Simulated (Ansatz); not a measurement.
Relaxed structures of SiH3S2 (charge +1), singlet (PBE0-D4/def2-TZVP; forces vanish, vibrations not checked; lower isomers may exist, and structures with a doubtful reference or unclear bonds are left out; Å). Ansatz 0.2.0; basis: def2-TZVPP; cores frozen in the correlated methods.

Question: Rank them by CCSD(T) energy, lowest first, and give each one's height above the lowest. Links in brackets join atoms within 1.22 times the sum of their covalent radii (1.1 for two metals). (Judge from chemistry; the value comes from the calculation.)
A.
SiH₃S₂ ([SiH][S][SH2]), total charge +1
```
6
angstrom
Si 1.1403 -0.7717 2.0141
S -0.6209 -0.0084 1.0594
S -0.2710 0.3053 -1.0086
H -1.3728 -0.2846 -1.5359
H -0.7821 1.5529 -1.1573
H 1.9579 -0.7722 0.7394
```
B.
SiH₃S₂ ([SH][Si][SH2]), total charge +1
```
6
angstrom
Si -0.3690 -0.6463 1.0316
S -0.9965 0.7338 -0.8710
S 1.5437 0.1964 0.9919
H -2.0046 -0.0445 -1.3159
H -0.1122 0.2773 -1.7834
H 1.9443 -0.5369 2.0528
```
C.
SiH₃S₂ ([SiH2]1[S][SH]1), total charge +1
```
6
angstrom
Si -0.5359 0.2069 -0.5843
S -0.8489 0.1633 1.4925
S 0.7683 -0.9736 0.7831
H -1.3364 -0.6887 -1.4307
H 0.1806 1.3579 -1.1547
H 1.7723 -0.0659 0.8941
```

Answer: By the calculation: B (0.000 eV), C (0.120 eV), A (1.678 eV). Heights count from the lowest.

T1 diagnostic: at most 0.019. The restricted Hartree–Fock reference is unstable towards an unrestricted one at one or more of these structures.

For scale, one of the runs: CCSD(T)/def2-TZVPP, 168 basis functions, launched by `ansatz run in.yaml --threads 2 --pin off --events-out ev --progress --plain --max-ram 4352MiB`. The run took 18 s on 2 CPU threads of an Intel Xeon Platinum 8175M (shared host), with 1.2 GiB of host memory at its peak.
